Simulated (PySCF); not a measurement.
C₂H₇N. Atoms are numbered in the order given.

```xyz
10

C      0.0201    -0.2223     1.2121
N     -0.1470     0.5620     0.0000
C      0.0201    -0.2223    -1.2121
H      0.9791    -0.7643     1.2649
H     -0.7797    -0.9641     1.2772
H     -0.0569     0.4263     2.0857
H      0.5033     1.3376     0.0000
H      0.9791    -0.7643    -1.2649
H     -0.0569     0.4263    -2.0857
H     -0.7797    -0.9641    -1.2772
```

Coordinates come from a B3LYP-D3(BJ)/def2-TZVP optimisation.

Level of theory: r2SCAN/def2-TZVPD run with PySCF.

Mulliken values depend strongly on the basis, most of all with diffuse functions as here. ESP charges are fitted to the potential on shells at 1.4 to 2.0 van der Waals radii. Atomic charges (e):

| atom | Mulliken | IAO | ESP fit |
|---|---|---|---|
| C1 | -0.65 | -0.31 | ___ |
| N2 | -0.20 | -0.42 | ___ |
| C3 | -0.65 | -0.31 | ___ |
| H4 | 0.23 | 0.11 | ___ |
| H5 | 0.22 | 0.14 | ___ |
| H6 | 0.21 | 0.15 | ___ |
| H7 | 0.19 | 0.25 | ___ |
| H8 | 0.23 | 0.11 | ___ |
| H9 | 0.21 | 0.15 | ___ |
| H10 | 0.22 | 0.14 | ___ |

### Question
What belongs in the gaps? (The exact figures need the calculation; the answer reports its results.)

### Answer

- C1, ESP fit: -0.21
- N2, ESP fit: -0.55
- C3, ESP fit: -0.21
- H4, ESP fit: 0.08
- H5, ESP fit: 0.13
- H6, ESP fit: 0.10
- H7, ESP fit: 0.35
- H8, ESP fit: 0.08
- H9, ESP fit: 0.10
- H10, ESP fit: 0.13
